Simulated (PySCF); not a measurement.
# From a raw peak list to a structure

Formula C$_{2}$H$_{5}$NO. The spectrum was simulated from the full spin Hamiltonian at 700 MHz with 0.6 Hz Lorentzian lines, from shifts rounded to 0.01 ppm and J to 0.1 Hz, couplings under 1 Hz left out. Exchangeable protons (1H) are left uncoupled and out of the list.

Maxima in ppm (height), grouped by integral:
1H: 7.414 (8), 7.405 (25), 7.395 (25), 7.386 (8)
3H: 1.985 (100), 1.975 (100)

¹³C{¹H} NMR (computed): δ 146.0, 19.7.

PySCF 2.14 calculation with J couplings at B3LYP/pcJ-1, PBE0/pcSseg-1 with gauge-including orbitals and geometry from GFN2-xTB; no relativistic terms, one computed conformer, gas phase, rapidly exchanging positions averaged.

δ = σ(ref) − σ, references computed at the same level: TMS for ¹H, ¹³C.

Problem. Analyse the multiplets.

Solution. ¹H NMR (700 MHz, computed): δ 7.40 (q, J = 6.6 Hz, 1H), 6.70 (br s, 1H), 1.98 (d, J = 6.6 Hz, 3H). These are first-order names from the parameters used; overlap and second-order distortion can hide them in the list.

Problem. What is the compound?

Solution. (E)-acetaldoxime (SMILES C/C=N/O).

Atom-mapped SMILES (the numbers label the heavy atoms): `[CH3:1]/[CH:2]=[N:3]/[OH:4]`. Hydrogens are named by the atom that carries them.

1. δ 7.40: H(C2), hydrogen on a C=N carbon, coupled to H(C1) (6.6 Hz).
2. δ 6.70: H(O4), hydrogen on a N–OH oxygen.
3. δ 1.98: H(C1), hydrogen on a methyl carbon, coupled to H(C2) (6.6 Hz).

OH and NH positions are those of a molecule without intermolecular hydrogen bonds; in solution they move with solvent, concentration and temperature, and exchange usually removes their couplings. Multiplet labels drop couplings under 1 Hz and merge nearly equal ones. Unscaled 3J(H,H) at this level run about 10 % above measured values. Shifts are as computed. Against solution values, carbons near 30 ppm lie about +3 ppm off and those near 130 ppm about +5 ppm. Of 1211 compounds with measured shifts, 218 miss one by over three times the rms of a fit or turn the order of signals round; such compounds aren't used in these exercises.
